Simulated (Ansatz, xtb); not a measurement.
Two isomers of C3H10N2

We compare I, `C[C@H](N)CN`, a singlet, with II, `CNCCN`, a singlet. Both are isolated molecules in the gas phase, relaxed with PBE0-D3(BJ)/def2-SVP; each stands in its lowest conformer found.

**Question.** Estimate which is lower in electronic energy at CCSD(T)/def2-SVP + ΔMP2/def2-TZVPP, and by roughly how much.

**Answer.** The CCSD(T)/def2-SVP + ΔMP2/def2-TZVPP calculation puts structure I lower, by 40.3 kJ/mol.

How the difference moves with the method:

```tsv
level	geometry	E(II) − E(I) (kJ/mol)	departure from the last row (kJ/mol)	job, with rough time for the two
GFN2-xTB	GFN2-xTB	+2.5	−37.8	optimisation, 0.13 s
HF/STO-3G	GFN2-xTB	+10.9	−29.4	single point, 0.36 s
r2SCAN-D4/def2-SVP	GFN2-xTB	+32.4	−7.9	single point, 4.7 s
PBE0-D3(BJ)/def2-SVP	PBE0-D3(BJ)/def2-SVP	+31.9	−8.4	optimisation, 41 s
HF/def2-SVP	PBE0-D3(BJ)/def2-SVP	+28.6	−11.7	part of the CCSD(T) run
MP2/def2-SVP	PBE0-D3(BJ)/def2-SVP	+39.4	−0.9	part of the CCSD(T) run
CCSD(T)/def2-SVP	PBE0-D3(BJ)/def2-SVP	+36.5	−3.8	single point
CCSD(T)/def2-SVP + ΔMP2/def2-TZVPP	PBE0-D3(BJ)/def2-SVP	+40.3		single point, 56 s
```

As drawn, II has 1 C–N, 1 C–H in place of 1 C–C, 1 N–H.

None of the levels shown reverses the order. The largest departure from CCSD(T)/def2-SVP + ΔMP2/def2-TZVPP is that of GFN2-xTB, 37.8 kJ/mol. The last row adds to CCSD(T) the change of the MP2 difference between the two basis sets, here +3.8 kJ/mol.

With thermal terms from frequencies at re-optimised GFN2-xTB minima (ideal gas, soft modes damped towards free rotors, one conformer each, 298.15 K, 1 atm): on the last row, ΔE + ΔZPE = +39.7, ΔH = +39.5, ΔG = +38.8 kJ/mol.

The correlated steps freeze 5 core orbitals. Mirror images aren't counted in ΔG. Programs: Ansatz 0.2.0, xtb 6.7.1; the last row on 2 threads of Arm Neoverse V1 on a shared host.
